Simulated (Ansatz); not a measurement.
Total energies of O₃ from Ansatz at PBE-D4/def2-TZVP, gas phase (1 Eh = 27.2114 eV = 2625.5 kJ/mol). The reference geometry is relaxed at PBE-D4/def2-TZVP.

```xyz
3

O    -0.736    0.222   -0.807
O    -0.264   -0.066    0.340
O     1.000   -0.155    0.468
```

| state | geometry | energy (Eh) |
| --- | --- | --- |
| charge 0 singlet | reference | -225.32460 |
| charge 1 doublet | reference | -224.86539 |
| charge 0 triplet | relaxed at PBE-D4/def2-TZVP | -225.28480 |
| charge 0 quintet | relaxed at PBE-D4/def2-TZVP | -225.18764 |
| free O atom (triplet) | – | -75.00967 |

The structure holds 2 bonds between oxygen atoms, so isomers without such links may lie far lower.

Problem. Work out the vertical ionisation energy to the doublet.

Solution. E(charge 1 doublet) − E(charge 0 singlet) = -224.86539 − (-225.32460) = 0.45921 Eh = 12.50 eV. For comparison, −ε of the highest occupied level is 7.81 eV at this level, 4.69 eV less.

Problem. Which of the charge 0 states is lowest, and how far above it are the others?

Solution. The singlet. triplet: -225.28480 − (-225.32460) = 0.03980 Eh = 104.5 kJ/mol; quintet: -225.18764 − (-225.32460) = 0.13696 Eh = 359.6 kJ/mol.

Problem. What is the binding energy per atom against free atoms?

Solution. Atoms: 3 × (-75.00967) = -225.02901 Eh. Binding: -225.02901 − (-225.32460) = 0.29559 Eh = 8.04 eV, or 2.68 eV for each of 3 atoms (no zero-point energy, no counterpoise term).

The structure comes from a short search, and lower isomers may exist.
